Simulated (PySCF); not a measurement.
Orbital picture of BH⁺

r²SCAN at R = 1.230 Å; PySCF, spin-free X2C with a Gaussian nucleus, basis sets B jorge-DZP-DKH, H jorge-DZP-DKH. State: ²Σ⁺ (doublet), unpaired electrons σ ↑. Only the outer orbitals are listed, counted within each symmetry.

```
spin  orbital  occ.  ε (eV)  on B (%)         main shells (%)
   α       2σ     1  -21.94        70          64 B s, 30 H s
   α       3σ     1  -17.03        85  58 B p, 26 B s, 15 H s
   α       1π     0  -12.59        99                  99 B p
   α       1π     0  -12.59        99                  99 B p
   α       4σ     0   -4.18        26          70 H s, 16 B p
   β       2σ     1  -21.16        71  56 B s, 28 H s, 15 B p
   β       3σ     0  -12.39        85  46 B s, 38 B p, 15 H s
   β       1π     0  -11.37        99                  99 B p
   β       1π     0  -11.37        99                  99 B p
```

Which are the highest filled and the lowest empty level, where do they sit, and how wide is the gap?

Highest filled α 3σ at -17.03 eV (in %: 58 B p, 26 B s, 15 H s); lowest empty α 1π at -12.59 eV (in %: 99 B p); the gap at r²SCAN is 4.44 eV.

| Property | Result |
| --- | --- |
| bond order (Mayer) | 0.88 |
| ⟨S²⟩ | 0.754 |
| charge on B (Mulliken, basis-dependent) | 0.74 |
| charge on B (Löwdin, basis-dependent) | 0.91 |
| dipole moment (positive dipole points towards H; it is taken about the centre of mass and depends on that origin) | 0.41 D |

The state was picked by a PBE0 search and need not be the measured ground state.
